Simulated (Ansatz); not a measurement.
Reaction (formal hydrolysis of a C–C bond): `CCCCCCl` + H₂O → `OCCCCl` + `CC`

Calculated with Ansatz (gas phase, PBE0-D4/def2-TZVP geometries, no zero-point term in ΔE). CBS: MP2 limit from def2 TZ/QZ plus the TZ coupled-cluster correction, frozen cores. This one scheme is used for every species. Functionals use def2-TZVPP. B3LYP here is the variant with VWN-RPA as its local correlation; programs differ in this. One conformer a species, not always the lowest.

| level | ΔE (kJ/mol) |
| --- | --- |
| B3LYP-D4 | 39.9 |
| PBE0 | 40.6 |
| B3LYP | 32.4 |
| HF/def2-TZVPP | 30.1 |
| SCS-MP2/def2-TZVPP | 48.1 |
| HF/def2-QZVPP | 30.7 |
| MP2/def2-QZVPP | 57.7 |
| MP2/CBS(def2) | 59.2 |

Question: What does CCSD(T)/CBS give? (Best estimate.)

Answer: Computed: +52.5 kJ/mol. The listed levels differ from it by -12.6, -11.9, -20.1, -22.4, -4.4, -21.8, 5.2, 6.7 kJ/mol.

Largest T1 diagnostic among the species: 0.009.

The D4 term adds +7.5 kJ/mol with B3LYP and +4.5 kJ/mol with PBE0; it sums over pairs of atoms, weighted by their polarisabilities, and B3LYP, whose exchange is more repulsive, gets the larger term. From PBE to PBE0 (25 % exact exchange), in def2-TZVPP and without D4, ΔE moves by +3.0 kJ/mol. In def2-TZVPP, CCSD(T) changes the Hartree–Fock value by +18.4 kJ/mol (the triples alone add +1.8 kJ/mol) and MP2 by +25.1 kJ/mol.
